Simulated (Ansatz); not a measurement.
C₂H₃N, singlet: energies of several shapes or isomers

Program: Ansatz, Gaussian basis, development build; CASPT2, MRCISD by development code. Basis cc-pVDZ, nonrelativistic, 3 orbitals frozen in the corrections; active space CAS(4,3). Restricted Hartree–Fock, then the lowest state-specific CASSCF solution met for each case. Coupled cluster stands on the determinant that it favours, not always the lowest RHF. On stretched bonds single-reference methods can fail or change state. Unlike active orbitals can shift such differences by tenths of an eV, at times by over 1 eV.

Case A:

```csv
atom,x (Å),y (Å),z (Å)
N,-0.1501,0.0000,-0.8887
C,0.0277,-0.6420,0.4787
C,0.0277,0.6420,0.4787
H,0.7764,0.0000,-1.3400
H,-0.0289,-1.6267,0.9086
H,-0.0289,1.6267,0.9086
```

Case B:

```xyz
6

N     0.0000    0.0000    0.8687
C     0.0000    0.6420   -0.5102
C     0.0000   -0.6420   -0.5102
H     0.0000    0.0000    1.8993
H     0.0000    1.6267   -0.9292
H     0.0000   -1.6267   -0.9292
```

Energy less that of case A, in eV:

```csv
case,CASSCF,CCSD(T),SC-NEVPT2,FIC-NEVPT2,CASPT2 (IPEA 0),CASPT2 (IPEA 0.25)
B,+2.072,+2.133,+2.145,+2.145,+2.133,+2.133
```

(1) What does MRCISD+Q give for these differences?

Results:

(1) B: +2.111 eV (48.7 kcal/mol).
